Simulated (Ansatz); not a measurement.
CH₄ → `[CH2]` (triplet) + H₂ at 298.15 K and 1 bar (formal loss of a carbene).

Isolated molecules relaxed with PBE0-D4/def2-TZVP in Ansatz; ΔE leaves out vibrations. CBS: def2 TZ/QZ extrapolation, frozen cores. Triplets are unrestricted, without spin–orbit coupling.

| species | CCSD(T)/CBS energy (Eh) | H − E (kJ/mol) | S (J/(mol·K)) |
| --- | --- | --- | --- |
| CH₄ | -40.45885 | 127.4 | 186.2 |
| `[CH2]` (triplet) | -39.09310 | 55.4 | 195.3 |
| H₂ | -1.17463 | 35.1 | 130.4 |

H − E and S are ideal-gas, rigid-rotor, harmonic terms from PBE0-D4/def2-TZVP, with the whole ground term of open shells counted as degenerate. 1 Eh = 2625.50 kJ/mol, R = 8.31446 J/(mol·K).

Problem. By hand: ΔE, ΔH, ΔS and ΔG.

Solution. ΔE = (-39.09310) + (-1.17463) − (-40.45885) = 0.19112 Eh = 501.8 kJ/mol. Δ(H − E) = 55.4 + 35.1 − 127.4 = -36.9, so ΔH = 464.9 kJ/mol. ΔS = 195.3 + 130.4 − 186.2 = 139.5 J/(mol·K). ΔG = 464.9 − 298.15 × (139.5)/1000 = 423.3 kJ/mol.

Problem. By hand: the equilibrium constant, and the temperature at which ΔG would vanish if ΔH and ΔS stayed fixed.

Solution. log₁₀ K = −ΔG/(RT ln 10) = -74.2. ΔG = 0 at ΔH/ΔS = 3333 K, far beyond where these terms or the molecules hold.

The number of gas molecules changes by +1, which sets the sign of ΔS. A doubt of 5 kJ/mol in ΔE shifts log₁₀ K by 0.9 here. A triplet takes part, so the spin changes. These are equilibria of isolated gas molecules and say nothing of rates. Largest T1 diagnostic: 0.011 (customary marks: 0.02 for closed shells, 0.045 for open ones).
